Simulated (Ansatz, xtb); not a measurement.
## C2H4F2O: which of two isomers lies lower

We compare X, `O[C@H](F)CF`, a singlet, with Y, `CC(O)(F)F`, a singlet. Both are isolated molecules in the gas phase, relaxed with BLYP-D3(BJ)/def2-SVP; the shapes shown needn't be the lowest conformers.

X (Å):

```tsv
atom	x (Å)	y (Å)	z (Å)
C	-1.4320	-1.1951	-0.7202
C	-0.1145	-1.6294	-1.3740
F	-1.1673	-0.8908	0.6293
F	0.6518	-0.4816	-1.6271
O	-1.9918	-0.1129	-1.3729
H	-1.2511	0.5021	-1.5687
H	-2.1730	-2.0240	-0.7291
H	0.4553	-2.3066	-0.7056
H	-0.3195	-2.1354	-2.3416
```

Y (Å):

```xyz
9

C    -1.4459   -0.8327    0.4552
C    -0.3142   -0.7023   -0.5457
F    -0.5938    0.3022   -1.4653
F     0.8482   -0.2798    0.0894
O    -0.0917   -1.8881   -1.1960
H    -1.5989    0.1377    0.9607
H    -1.1920   -1.6036    1.2055
H    -2.3739   -1.1262   -0.0687
H     0.6457   -1.7435   -1.8258
```

Problem. Estimate which is lower in electronic energy at CCSD(T)/def2-SVP + ΔMP2/def2-TZVPP, and by roughly how much.

Solution. The CCSD(T)/def2-SVP + ΔMP2/def2-TZVPP calculation puts structure Y lower, by 74.9 kJ/mol.

The same difference at several levels:

```
                             level              geometry  E(Y) − E(X) (kJ/mol)  departure from the last row (kJ/mol)  job, with rough time for the two
                          GFN2-xTB              GFN2-xTB                   −67.2                                  +7.7             optimisation, 0.071 s
                         HF/STO-3G              GFN2-xTB                   −75.5                                  −0.6              single point, 0.32 s
                r2SCAN-D4/def2-SVP              GFN2-xTB                   −94.4                                 −19.5               single point, 5.1 s
              BLYP-D3(BJ)/def2-SVP  BLYP-D3(BJ)/def2-SVP                   −80.5                                  −5.5                optimisation, 23 s
                       HF/def2-SVP  BLYP-D3(BJ)/def2-SVP                   −86.2                                 −11.2           part of the CCSD(T) run
                      MP2/def2-SVP  BLYP-D3(BJ)/def2-SVP                   −93.9                                 −18.9           part of the CCSD(T) run
                  CCSD(T)/def2-SVP  BLYP-D3(BJ)/def2-SVP                   −89.1                                 −14.2                      single point
CCSD(T)/def2-SVP + ΔMP2/def2-TZVPP  BLYP-D3(BJ)/def2-SVP                   −74.9                                                      single point, 38 s
```

As drawn, both hold the same kinds of bond in the same numbers. Structure X has 0 methyl groups, Y 1.

The levels shown agree on the order. The largest departure from CCSD(T)/def2-SVP + ΔMP2/def2-TZVPP is that of r2SCAN-D4/def2-SVP, 19.5 kJ/mol. The last row adds to CCSD(T) the change of the MP2 difference between the two basis sets, here +14.2 kJ/mol, a large step that makes the value less sure.

With harmonic frequencies from BLYP-D3(BJ)/def2-SVP (ideal gas, rigid rotor, one conformer each, 298.15 K, 1 atm): on the last row, ΔE + ΔZPE = −79.1, ΔH = −78.6, ΔG = −78.2 kJ/mol.

The correlated steps freeze 5 core orbitals. Mirror images aren't counted in ΔG. Codes used: Ansatz 0.2.0, xtb 6.7.1; the last row on 1 thread of Arm Neoverse V2 on a shared host.
